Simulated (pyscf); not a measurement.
Single points on ωB97X-D3(BJ)/def2-SVP structures (PySCF, gas phase).

Task: What is the homolytic dissociation enthalpy (298 K, ωB97M-D3(BJ)/def2-TZVP) of the C–H bond of `[CH2]=[CH][CH2][Br]`, to •H₂C–CH=CH–Br + H•?

Result: C–H to •H₂C–CH=CH–Br + H•: 85.1 kcal/mol. The 7 functionals that were run give +78.0 (r²SCAN) to +85.5 kcal/mol (M06-2X). The radicals are drawn with the spin at the cut bond; how far it spreads was not checked. Other isomers of •H₂C–CH=CH–Br were not searched in full and may lie lower. Elements up to Kr have no core potential and no relativistic terms here.
